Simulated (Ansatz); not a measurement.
Energy needed to pull apart C2H4B (SMILES [B]1CC1), doublet, into free ground-state atoms, from the structure below (displaced at random from a GFN2-xTB minimum); no zero-point or spin–orbit terms; open-shell atoms are treated unrestricted, in their ground-state multiplicity.

| atom | x (Å) | y (Å) | z (Å) |
| --- | --- | --- | --- |
| B1 | 1.3439 | -0.0634 | -0.0618 |
| C2 | -0.0041 | -0.7790 | -0.0246 |
| C3 | 0.0610 | 0.7882 | 0.0334 |
| H4 | -0.4635 | -1.2047 | -0.8939 |
| H5 | -0.3431 | -1.2722 | 0.8639 |
| H6 | -0.2198 | 1.2323 | 0.9290 |
| H7 | -0.3383 | 1.3130 | -0.8249 |

Ansatz 0.2.0; basis: def2-TZVPP; cores frozen in the correlated methods; orbitals are unrestricted.

| method | atomization energy (kJ/mol) |
| --- | --- |
| PBE-D4 | 2662 |
| r2SCAN-D4 | 2620 |
| PBE0-D4 | 2626 |
| r2SCAN0-D4 | 2590 |
| LC-wPBE | 2607 |
| wB97M-V | ? |
| HF | 1950 |
| MP2 | 2552 |
| CCSD | ? |
| CCSD(T) | 2502 |

What does wB97M-V give? (Judge from chemistry; the value comes from the calculation.)

The calculation gives: 2589 kJ/mol, which is about 87 kJ/mol more than CCSD(T)/def2-TZVPP.

What does CCSD give? (Judge from chemistry; the value comes from the calculation.)

Computed: 2467 kJ/mol, which is about 35 kJ/mol less than CCSD(T)/def2-TZVPP.

In triple zeta the MP2 and coupled-cluster atomization energies are still short of their basis limit by a few kcal/mol a bond, whereas those of the functionals are nearly converged, so these differences are not deviations from converged CCSD(T).

No T1 diagnostic of these runs exceeds 0.015. ⟨S²⟩ of the unrestricted Hartree–Fock references: 0.76 (a pure state has 0.75).

For scale, one of the runs: CCSD(T)/def2-TZVPP forces, 149 basis functions (an equivalent command: `ansatz run in.yaml --threads 4`). Time: 110 s of wall clock on 4 CPU threads; the host was shared. Peak host memory: 4.3 GiB.
